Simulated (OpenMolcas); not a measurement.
# triplet H2O, step by step

We compute the energy (UHF/pcseg-0), then the energy (CASSCF(2,2)/pcseg-0), then the energy (CASPT2(2,2)/pcseg-0), then the energy (SC-NEVPT2(2,2)/pcseg-0), then a single-point energy (MRCI(2,2)/pcseg-0) of triplet H2O. 

Program for the calculation: OpenMolcas 26.06.

## 1. The molecule

H2O has 3 atoms, charge 0, and is taken as a triplet. As SMILES of the parent species, `O`. The shape is that of a PBE0-D4/def2-TZVP optimisation. That shape belongs to the parent species and isn't relaxed for this state.

Bond lengths: O1–H2 0.960 Å, O1–H3 0.960 Å. Angles: H2–O1–H3 105.1°.

## 2. The energy at UHF/pcseg-0 (run 1)

File step1.inp:

```
>>> EXPORT MOLCAS_PRINT=2

&gateway
  baslib=$CurrDir
  coord
  3
  bohr
  O     -0.57202010     0.37832317    -0.26569549
  H      0.88155724     1.03632581     0.59583065
  H     -0.30953714    -1.41464898    -0.33013515
  basis=pcseg-0
  group=NoSym

&seward

&scf
  uhf
  spin=3
  scramble=0.25
  prorbitals=1 1
```

The basis set pcseg-0 is read from a file made from the Basis Set Exchange's data (not shown).

The run is started by

```sh
export MOLCAS_MEM=1860
pymolcas step1.inp > step1.log
```

The program printed:

```text
--- Start Module: gateway ---
[...]
--- Stop Module: gateway /rc=_RC_ALL_IS_WELL_ ---
--- Start Module: seward ---
[...]
      Basis functions           13
--- Stop Module: seward /rc=_RC_ALL_IS_WELL_ ---
--- Start Module: scf ---
[...]
       Convergence after  18 Iterations
[...]
::    Total SCF energy                                -75.5246144995
[...]
      Total spin, S                                     1.0011782545
[...]
      Total electronic charge=   10.000000
      Total            charge=   -0.000000
[...]
      Dipole Moment (debye):
      Origin of the operator (angstrom)=   -0.2519    0.1666   -0.1170
                   X= -2.9566E-01               Y=  1.9453E-01               Z= -1.3745E-01           Total=  3.7967E-01
      Quadrupole Moment (debye*angstrom):
[...]
--- Stop Module: scf /rc=_RC_ALL_IS_WELL_ ---
[...]
```

Run time: 2.5 s. Hardware: 1 thread of AMD EPYC 7R43 (Zen 3), shared host; peak memory 0.37 GiB.

## 3. The energy at CASSCF(2,2)/pcseg-0 (run 2)

File step2.inp:

```
&GATEWAY
  BasLib=$CurrDir
  Coord
  3
  bohr
  O     -0.57202010     0.37832317    -0.26569549
  H      0.88155724     1.03632581     0.59583065
  H     -0.30953714    -1.41464898    -0.33013515
  Basis=pcseg-0
  Group=NoSym

&SEWARD

&RASSCF
  FileOrb=$CurrDir/step1.UnaOrb
  Spin=3
  Nactel=2 0 0
  Inactive=4
  Ras2=2
  OrbListing=Nothing
  OrbAppear=Compact
```

The basis set pcseg-0 is read from a file made from the Basis Set Exchange's data (not shown).

The run is started by

```sh
export MOLCAS_MEM=1860
pymolcas step2.inp > step2.log
```

The program printed:

```text
--- Start Module: gateway ---
[...]
--- Stop Module: gateway /rc=_RC_ALL_IS_WELL_ ---
--- Start Module: seward ---
[...]
      Basis functions           13
--- Stop Module: seward /rc=_RC_ALL_IS_WELL_ ---
[...]
--- Start Module: rasscf ---
[...]
      Number of active orbitals                  2
[...]
      Spin quantum number                      1.0
[...]
      Active orbitals                            2
[...]
      Number of CSFs                             1
[...]
      Number of root(s) required                 1
[...]
      Convergence after  6 iterations
[...]
      printout of CI-coefficients larger than  0.05 for root  1
      energy=     -75.521918
      conf/sym  11     Coeff  Weight
             1  uu   1.00000 1.00000
      Natural orbitals and occupation numbers for root  1
      sym 1:   1.000000   1.000000
      ************************************************************************************************************************
      *                                                    Final results                                                     *
[...]
::    RASSCF root number  1 Total energy:    -75.52191795
[...]
      Total electronic charge=   10.000000
      Total            charge=   -0.000000
[...]
      Dipole Moment (debye):
      Origin of the operator (angstrom)=   -0.2519    0.1666   -0.1170
                   X= -2.8711E-01               Y=  1.8892E-01               Z= -1.3347E-01           Total=  3.6869E-01
      Quadrupole Moment (debye*angstrom):
[...]
--- Stop Module: rasscf /rc=_RC_ALL_IS_WELL_ ---
[...]
```

Wall time 2.4 s (1 thread of AMD EPYC 7R43 (Zen 3), shared host); peak memory 0.37 GiB.

## 4. The energy at CASPT2(2,2)/pcseg-0 (run 3)

File step3.inp:

```
&GATEWAY
 BasLib
 $CurrDir
 Coord
 3
 bohr
 O     -0.57202010     0.37832317    -0.26569549
 H      0.88155724     1.03632581     0.59583065
 H     -0.30953714    -1.41464898    -0.33013515
 Basis
 pcseg-0
 Group
 NoSym

&SEWARD

&RASSCF
 FileOrb
 $CurrDir/step2.RasOrb
 Spin
 3
 Nactel
 2 0 0
 Inactive
 4
 Ras2
 2
 OrbListing
 Nothing
 OrbAppear
 Compact

&CASPT2
 Imaginary
 0.1
 Frozen
 1
```

The basis set pcseg-0 is read from a file made from the Basis Set Exchange's data (not shown).

The run is started by

```sh
export MOLCAS_MEM=1860
pymolcas step3.inp > step3.log
```

The program printed:

```text
--- Start Module: gateway ---
[...]
--- Stop Module: gateway /rc=_RC_ALL_IS_WELL_ ---
[...]
      Basis functions           13
[...]
--- Start Module: rasscf ---
[...]
      Number of active orbitals                  2
[...]
      Spin quantum number                      1.0
[...]
      Active orbitals                            2
[...]
      Number of CSFs                             1
[...]
      Number of root(s) required                 1
[...]
      Convergence after  4 iterations
[...]
      printout of CI-coefficients larger than  0.05 for root  1
      energy=     -75.521918
      conf/sym  11     Coeff  Weight
             1  uu   1.00000 1.00000
      Natural orbitals and occupation numbers for root  1
      sym 1:   1.000000   1.000000
      ************************************************************************************************************************
      *                                                    Final results                                                     *
[...]
::    RASSCF root number  1 Total energy:    -75.52191795
[...]
      Total electronic charge=   10.000000
      Total            charge=   -0.000000
[...]
      Dipole Moment (debye):
      Origin of the operator (angstrom)=   -0.2519    0.1666   -0.1170
                   X= -2.8711E-01               Y=  1.8890E-01               Z= -1.3348E-01           Total=  3.6869E-01
      Quadrupole Moment (debye*angstrom):
[...]
--- Stop Module: rasscf /rc=_RC_ALL_IS_WELL_ ---
--- Start Module: caspt2 ---
[...]
 ###    WARNING: User changed nr of frozen orbitals.                         ###
 ###############################################################################
[...]
      E2 (Variational):          -0.1028660730
      Total energy:             -75.6247840212
[...]
      Reference weight:           0.97330
[...]
::    CASPT2 Root  1     Total energy:    -75.62478402
[...]
--- Stop Module: caspt2 /rc=_RC_ALL_IS_WELL_ ---
[...]
```

Wall time 2.4 s (1 thread of AMD EPYC 7R43 (Zen 3), shared host); peak memory 0.37 GiB.

## 5. The energy at SC-NEVPT2(2,2)/pcseg-0 (run 4)

File step4.input:

```
* H2O NEVPT2

&GATEWAY
  BasLib = $CurrDir
  Coord
  3
  bohr
  O     -0.57202010     0.37832317    -0.26569549
  H      0.88155724     1.03632581     0.59583065
  H     -0.30953714    -1.41464898    -0.33013515
  Basis = pcseg-0
  Group = NoSym

&SEWARD

&RASSCF
  FileOrb = $CurrDir/step2.RasOrb
  Spin = 3
  Nactel = 2 0 0
  Inactive = 4
  Ras2 = 2
  OrbListing = Nothing
  OrbAppear = Compact

&CASPT2
  SC-NEVPT2
  Frozen = 1
```

The basis set pcseg-0 is read from a file made from the Basis Set Exchange's data (not shown).

The run is started by

```sh
export MOLCAS_MEM=1860
pymolcas step4.input > step4.log
```

The program printed:

```text
--- Start Module: gateway ---

                                              &GATEWAY

                       available to each process: 1.9 GB of memory, 1 thread

 Basis Set     1 Label: O.PCSEG-0
 Basis set is read from library:.
 basistype.tbl is not found

 Basis Set     2 Label: H.PCSEG-0
 Basis set is read from library:.
 basistype.tbl is not found

++    Symmetry information:
      ---------------------

                    Character Table for C1

                             E
                    a        1  x, y, xy, Rz, z, xz, Ry, yz, Rx, I
--

++    Basis set information:
      ----------------------

      Basis set label: O.PCSEG-0.........

[... 179 lines left out ...]
                                         RASSCF iterations: Energy and convergence statistics
[... 19 lines left out ...]
      printout of CI-coefficients larger than  0.05 for root  1
[... 4 lines left out ...]
      Natural orbitals and occupation numbers for root  1
[... 10 lines left out ...]
      RASSCF energy for state  1                    -75.52191795
[... 13 lines left out ...]
      Von Neumann Entropy (Root   1) =  1.00000
[... 57 lines left out ...]
      Spin density orbitals for root   1 are written to the SPDORB.1 file
[... 74 lines left out ...]
 Compute H0 matrices for state    1
[... 4 lines left out ...]
********************************************************************************
  NEVPT2 EQUATION SOLUTION
--------------------------------------------------------------------------------
 ###############################################################################
 ###    Location: AixRd                                                      ###
 ###    File: LUCIEX                                                         ###
 ###    Premature abort while reading buffer from disk                       ###
 ###    End of file reached                                                  ###
 ###############################################################################

--- Stop Module: caspt2 /rc=-6 ---

.########################.
.# Non-zero return code #.
.########################.

    Timing: Wall=2.20 User=1.54 System=0.58
```

It took 2.5 s on 1 thread of AMD EPYC 7R43 (Zen 3), shared host; peak memory 0.37 GiB.

The run ended with an error.

## 6. A single-point energy at MRCI(2,2)/pcseg-0 (run 5)

File step5.inp:

```
>>> EXPORT MOLCAS_PRINT=2

&GATEWAY
 BasLib=$CurrDir
 Coord
 3
 bohr
 O     -0.57202010     0.37832317    -0.26569549
 H      0.88155724     1.03632581     0.59583065
 H     -0.30953714    -1.41464898    -0.33013515
 Basis=pcseg-0
 Group=NoSym

&SEWARD

&RASSCF
 FileOrb=$CurrDir/step2.RasOrb
 Spin=3
 Nactel=2 0 0
 Inactive=4
 Ras2=2
 OrbListing=Nothing
 OrbAppear=Compact

&MOTRA
 LumOrb
 Frozen=1

&GUGA
 Electrons=8
 Spin=3
 Inactive=3
 Active=2
 CIAll=1

&MRCI
 SDCI
```

The basis set pcseg-0 is read from a file made from the Basis Set Exchange's data (not shown).

The run is started by

```sh
export MOLCAS_MEM=1860
pymolcas step5.inp > step5.log
```

The program printed:

```text
--- Start Module: gateway ---
[...]
--- Stop Module: gateway /rc=_RC_ALL_IS_WELL_ ---
[...]
      Basis functions           13
[...]
      Number of active orbitals                  2
[...]
      Spin quantum number                      1.0
[...]
      Active orbitals                            2
[...]
      Number of CSFs                             1
[...]
      Number of root(s) required                 1
[...]
      Convergence after  4 iterations
[...]
      printout of CI-coefficients larger than  0.05 for root  1
      energy=     -75.521918
      conf/sym  11     Coeff  Weight
             1  uu   1.00000 1.00000
      Natural orbitals and occupation numbers for root  1
      sym 1:   1.000000   1.000000
      ************************************************************************************************************************
      *                                                    Final results                                                     *
[...]
::    RASSCF root number  1 Total energy:    -75.52191795
[...]
      Dipole Moment (debye):
      Origin of the operator (angstrom)=   -0.2519    0.1666   -0.1170
                   X= -2.8711E-01               Y=  1.8890E-01               Z= -1.3348E-01           Total=  3.6869E-01
      Quadrupole Moment (debye*angstrom):
[...]
      *** WARNING: Default frozen orbitals is overwritten by user input.
      *** Default values:   1
[...]
--- Start Module: guga ---
[...]
--- Stop Module: guga /rc=_RC_ALL_IS_WELL_ ---
--- Start Module: mrci ---
[...]
       (But an ACPF correction will be computed)
       USE THE DEFAULT ACPF G-VALUE GFAC=  0.25000000000000000
[...]
                      CI ENERGY:   -75.63142256
[...]
                ACPF CORRECTION:    -0.00284908
[...]
      Total electronic charge=   10.000000
      Total            charge=   -0.000000
[...]
     ACPF CORRECTION:     -0.00284908
[...]
  CI State   1     Total energy:    -75.63142256     QDav:     -0.00383201     QACPF:     -0.00284908
[...]
--- Stop Module: mrci /rc=_RC_ALL_IS_WELL_ ---
[...]
```

Wall time 2.5 s (1 thread of AMD EPYC 7R43 (Zen 3), shared host); peak memory 0.37 GiB.

## 7. What came out

| quantity | value |
| --- | --- |
| run 1, UHF/pcseg-0: total energy | -75.52461 Eh |
| run 1, UHF/pcseg-0: dipole moment | 0.38 D |
| run 1, UHF/pcseg-0: HOMO energy (highest over α and β) | -4.37 eV |
| run 1, UHF/pcseg-0: LUMO energy (lowest over α and β) | 0.40 eV |
| run 1, UHF/pcseg-0: ⟨S²⟩ | 2.004 |
| run 2, CASSCF(2,2)/pcseg-0: total energy | -75.52192 Eh |
| run 2, CASSCF(2,2)/pcseg-0: dipole moment (CASSCF density) | 0.37 D |
| run 3, CASPT2(2,2)/pcseg-0: total energy | -75.62478 Eh |
| run 3, CASPT2(2,2)/pcseg-0: dipole moment (CASSCF density) | 0.37 D |
| run 5, MRCI(2,2)/pcseg-0: total energy | -75.63142 Eh |
| run 5, MRCI(2,2)/pcseg-0: dipole moment (CASSCF density) | 0.37 D |
| run 4, SC-NEVPT2(2,2)/pcseg-0 | no result (crashed) |

In words: 1 of the 5 runs did not end normally.
